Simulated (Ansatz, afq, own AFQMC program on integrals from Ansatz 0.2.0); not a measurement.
# BNH2, singlet: AFQMC among the cluster methods

| atom | x (Å) | y (Å) | z (Å) |
| --- | --- | --- | --- |
| B | 0.0000 | 0.0000 | 0.8600 |
| N | 0.0000 | 0.0000 | -0.5115 |
| H | 0.0000 | 0.8509 | -1.0580 |
| H | 0.0000 | -0.8509 | -1.0580 |

Connectivity, by distances: B–NH2.

Basis cc-pVDZ. Only valence electrons are correlated. AFQMC by an in-house program on the Cholesky factors that Ansatz 0.2.0 writes for its CCSD(T) run. The CISD trial takes its coefficients from CCSD amplitudes. Released means that phaseless walkers are propagated on without the constraint, phases kept. Error bars are statistical, one sigma.

Determinant: UHF, the one that the program's search chose, which needn't be the lowest solution. The geometry is a point of a scan.

No full CI on the walks' own integrals is used here; CCSDT(Q) serves as the reference and is uncertain by about the last step of the cluster series.

Cautions: an unrestricted solution with more broken spin lies lower (52 meV, ⟨S²⟩ 0.27), while this determinant keeps restricted orbitals; the released energies are still falling, so no released level is given (meV from the phaseless value at times in 1/Eh: -6 ± 13 at 0.24, -2 ± 11 at 0.51, 3 ± 13 at 0.99, -21 ± 14 at 1.62, -33 ± 16 at 2.40), though the last usable value meets CCSDT(Q) within the noise; the ph-AFQMC/CISD walk drifts between its halves (2.0 errors).

The T1 diagnostic is 0.0147. The weight of the determinant in the CISD state is 0.882, the ⟨S²⟩ of the determinant is 0.000 and the size of the correlated space is 10 electrons in 36 orbitals.

Reference: CCSDT(Q), correlation energy -7.287 eV.

| level | E − E(reference) (kJ/mol) | share of correlation (%) |
| --- | --- | --- |
| HF | 703.1 | 0.00 |
| MP2 | 94.3 | 86.58 |
| CCSD | 22.7 | 96.77 |
| CCSD(T) | 3.3 | 99.52 |
| CCSDT | 1.6 | 99.77 |
| ph-AFQMC/HF | 6.3 ± 6.2 | 99.10 |
| ph-AFQMC/CISD | 2.0 ± 1.1 | 99.72 |

A walk keeps the symmetry of its determinant, which the program's search chose and which needn't be the lowest solution, so a lower state of the same spin and another symmetry isn't excluded.
